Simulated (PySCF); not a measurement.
# Atomic charges against the basis set

C3H5FO2.
Z-matrix (Å and degrees, PBE0-D3(BJ)/def2-SVP geometry), rows numbered from 1:
```
F 
C   1  1.3730
C   2  1.5386  1  109.22
O   3  1.4048  2  104.39  1  -115.71
C   4  1.3900  3  105.89  2    19.40
O   2  1.3726  1  111.05  3  -114.46
H   2  1.1002  1  107.15  3   126.33
H   3  1.0995  2  113.14  1   125.62
H   3  1.1052  2  108.47  1     4.24
H   5  1.0986  4  110.04  3  -152.81
H   5  1.1102  4  111.59  3    84.27
```

PBE0 throughout (PySCF), one geometry, spherical d and f functions. One conformer (not necessarily the lowest) at the PBE0-D3(BJ)/def2-SVP geometry, without solvent, vibrations or thermal averaging. The first 7 of 11 kinds of atom are listed.

Mulliken charges (e):

```json
{"basis": "STO-3G", "functions": "35", "F1": "-0.118", "C2": "+0.126", "C3": "-0.074", "O4": "-0.211", "C5": "+0.047", "O6": "-0.218", "H7": "+0.087"}
{"basis": "6-31G", "functions": "64", "F1": "-0.329", "C2": "+0.308", "C3": "-0.118", "O4": "-0.511", "C5": "+0.131", "O6": "-0.487", "H7": "+0.200"}
{"basis": "pcSseg-0", "functions": "64", "F1": "-0.371", "C2": "+0.390", "C3": "-0.149", "O4": "-0.692", "C5": "+0.225", "O6": "-0.674", "H7": "+0.256"}
{"basis": "6-31G*", "functions": "94", "F1": "-0.348", "C2": "+0.402", "C3": "-0.144", "O4": "-0.480", "C5": "+0.146", "O6": "-0.476", "H7": "+0.172"}
{"basis": "cc-pVDZ", "functions": "109", "F1": "-0.234", "C2": "+0.260", "C3": "+0.098", "O4": "-0.324", "C5": "+0.261", "O6": "-0.301", "H7": "+0.037"}
{"basis": "def2-SVP", "functions": "109", "F1": "-0.259", "C2": "+0.301", "C3": "+0.145", "O4": "-0.407", "C5": "+0.353", "O6": "-0.373", "H7": "+0.042"}
{"basis": "aug-cc-pVDZ", "functions": "183", "F1": "-0.511", "C2": "+1.141", "C3": "+0.873", "O4": "-0.618", "C5": "+1.189", "O6": "-0.615", "H7": "-0.387"}
{"basis": "6-311+G(2d,p)", "functions": "192", "F1": "-0.308", "C2": "+0.356", "C3": "-0.134", "O4": "-0.321", "C5": "+0.035", "O6": "-0.330", "H7": "+0.130"}
{"basis": "def2-TZVP", "functions": "216", "F1": "-0.213", "C2": "+0.189", "C3": "-0.052", "O4": "-0.278", "C5": "+0.082", "O6": "-0.256", "H7": "+0.092"}
{"basis": "cc-pVTZ", "functions": "250", "F1": "-0.216", "C2": "+0.245", "C3": "-0.020", "O4": "-0.263", "C5": "+0.141", "O6": "-0.248", "H7": "+0.061"}
{"basis": "IGLO-III", "functions": "260", "F1": "-0.257", "C2": "+0.250", "C3": "-0.047", "O4": "-0.292", "C5": "+0.048", "O6": "-0.275", "H7": "+0.095"}
```

IAO charges (e):

```
        basis  functions      F1      C2      C3      O4      C5      O6      H7
       STO-3G         35  -0.147  +0.124  -0.173  -0.219  -0.019  -0.227  +0.129
        6-31G         64  -0.308  +0.275  -0.135  -0.366  +0.073  -0.358  +0.169
     pcSseg-0         64  -0.300  +0.280  -0.133  -0.366  +0.092  -0.364  +0.163
       6-31G*         94  -0.321  +0.331  -0.099  -0.384  +0.132  -0.379  +0.147
      cc-pVDZ        109  -0.324  +0.329  -0.099  -0.382  +0.131  -0.375  +0.148
     def2-SVP        109  -0.324  +0.331  -0.095  -0.382  +0.135  -0.376  +0.146
  aug-cc-pVDZ        183  -0.338  +0.332  -0.100  -0.395  +0.130  -0.383  +0.157
6-311+G(2d,p)        192  -0.338  +0.331  -0.101  -0.397  +0.130  -0.385  +0.158
    def2-TZVP        216  -0.338  +0.337  -0.099  -0.396  +0.135  -0.385  +0.155
      cc-pVTZ        250  -0.336  +0.336  -0.101  -0.393  +0.133  -0.384  +0.154
     IGLO-III        260  -0.339  +0.333  -0.101  -0.397  +0.131  -0.385  +0.157
```

**Question.** Which scheme is steadiest as the basis changes?

**Answer.** Largest range over the bases for any column: IAO 0.21 e, Mulliken 1.15 e. IAO charges move least and Mulliken charges most, counted in e. Without the minimal STO-3G basis the ranges are IAO 0.06, Mulliken 1.15 e.

**Question.** How much do the charges still move between the two largest bases, cc-pVTZ and IGLO-III?

**Answer.** At most, over all atoms: Mulliken 0.094 e, IAO 0.004 e.

**Question.** What do the same runs give for the total energy, the frontier levels and the dipole moment?

**Answer.** 
| basis | energy (Eh) | HOMO (eV) | LUMO (eV) | μ (D) |
| --- | --- | --- | --- | --- |
| STO-3G | -362.3113 | -4.64 | 7.87 | 0.57 |
| 6-31G | -367.0757 | -7.91 | 2.48 | 1.11 |
| pcSseg-0 | -366.3246 | -7.96 | 2.08 | 1.08 |
| 6-31G* | -367.1984 | -7.76 | 2.75 | 0.89 |
| cc-pVDZ | -367.2276 | -7.78 | 1.93 | 0.94 |
| def2-SVP | -366.9309 | -7.91 | 1.91 | 0.97 |
| aug-cc-pVDZ | -367.2610 | -8.04 | -0.04 | 1.02 |
| 6-311+G(2d,p) | -367.3242 | -8.08 | 0.37 | 1.04 |
| def2-TZVP | -367.3591 | -8.03 | 1.43 | 1.00 |
| cc-pVTZ | -367.3429 | -7.97 | 1.33 | 0.97 |
| IGLO-III | -367.3649 | -8.05 | 0.87 | 1.01 |

The dipole is fixed by the density alone, so its range of 0.54 D shows that the density itself changes with the basis, not only its division among atoms.
